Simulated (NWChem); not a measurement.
Molecule: isobutene (C4H8); SMILES C=C(C)C

```xyz
12

C      1.2706     0.0000    -0.6771
C      0.0000     0.0000     0.1207
C     -1.2706     0.0000    -0.6771
C      0.0000     0.0000     1.4590
H      1.3217     0.8834    -1.3364
H      1.3217    -0.8834    -1.3364
H      2.1614     0.0000    -0.0334
H     -1.3217     0.8834    -1.3364
H     -2.1614     0.0000    -0.0334
H     -1.3217    -0.8834    -1.3364
H     -0.9333     0.0000     2.0294
H      0.9333     0.0000     2.0294
```
Atoms are numbered in this order, from 1.

STO-3G and 3-21G are far too small for this property and stand as cheap habits. All runs use the structure optimised with PBE0/def2-SVP.

Symmetry labels are those of C2v in the frame above (b1 and b2, or b-type labels, depend on it).

### Question
List the 4 lowest vertical singlet excitations from Hartree-Fock/3-21G, CIS (NWChem).

### Answer
```json
[
 {"state": "S1", "energy (eV)": "8.51", "oscillator strength": "0.776", "symmetry": "a1", "leading excitation (squared amplitude)": "HOMO → LUMO (0.93)"},
 {"state": "S2", "energy (eV)": "9.83", "oscillator strength": "0.000", "symmetry": "a2", "leading excitation (squared amplitude)": "HOMO−1 → LUMO (0.89)"},
 {"state": "S3", "energy (eV)": "10.29", "oscillator strength": "0.010", "symmetry": "b2", "leading excitation (squared amplitude)": "HOMO−2 → LUMO (0.56)"},
 {"state": "S4", "energy (eV)": "10.45", "oscillator strength": "0.007", "symmetry": "b2", "leading excitation (squared amplitude)": "HOMO → LUMO+1 (0.60)"}
]
```
